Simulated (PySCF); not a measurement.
**How methods differ on the ionisation energy of Al**

Al [Ne] 3s2 3p1 (2P) → Al+ [Ne] 3s2 (1S), as a difference of total energies. Computed with PySCF 2.14 in x2c-TZVPPall, with scalar relativity by spin-free X2C-1e. Correlated levels: valence: [Ne] frozen; valence and next inner shell: 1s2 frozen. The calculations carry no spin-orbit coupling.

```json
{"method": "UHF", "ionisation energy (eV)": "5.588", "plus first-order spin-orbit estimate": "5.596", "error of that sum (eV)": "-0.390"}
{"method": "LDA", "ionisation energy (eV)": "6.013", "plus first-order spin-orbit estimate": "6.021", "error of that sum (eV)": "+0.035"}
{"method": "PBE", "ionisation energy (eV)": "6.057", "plus first-order spin-orbit estimate": "6.065", "error of that sum (eV)": "+0.079"}
{"method": "PBE0", "ionisation energy (eV)": "6.077", "plus first-order spin-orbit estimate": "6.085", "error of that sum (eV)": "+0.099"}
{"method": "r2SCAN", "ionisation energy (eV)": "6.157", "plus first-order spin-orbit estimate": "6.165", "error of that sum (eV)": "+0.179"}
{"method": "PBEsol", "ionisation energy (eV)": "6.001", "plus first-order spin-orbit estimate": "6.009", "error of that sum (eV)": "+0.023"}
{"method": "B2PLYP", "ionisation energy (eV)": "5.873", "plus first-order spin-orbit estimate": "5.880", "error of that sum (eV)": "-0.106"}
{"method": "PW91", "ionisation energy (eV)": "6.092", "plus first-order spin-orbit estimate": "6.100", "error of that sum (eV)": "+0.114"}
{"method": "BLYP", "ionisation energy (eV)": "5.851", "plus first-order spin-orbit estimate": "5.859", "error of that sum (eV)": "-0.127"}
{"method": "MP2 (valence)", "ionisation energy (eV)": "5.807", "plus first-order spin-orbit estimate": "5.815", "error of that sum (eV)": "-0.171"}
{"method": "SCS-MP2 (valence)", "ionisation energy (eV)": "5.792", "plus first-order spin-orbit estimate": "5.800", "error of that sum (eV)": "-0.186"}
{"method": "MP2 (valence and next inner shell)", "ionisation energy (eV)": "5.782", "plus first-order spin-orbit estimate": "5.790", "error of that sum (eV)": "-0.196"}
{"method": "SCS-MP2 (valence and next inner shell)", "ionisation energy (eV)": "5.771", "plus first-order spin-orbit estimate": "5.779", "error of that sum (eV)": "-0.207"}
```

Reference: 5.986 eV (measured; NIST Atomic Spectra Database, ionization energies).

A first-order spin-orbit estimate (lowest level to lowest level, LS coupling) adds 0.008 eV.

Errors of the correlated levels include the incompleteness of this basis and the frozen core.
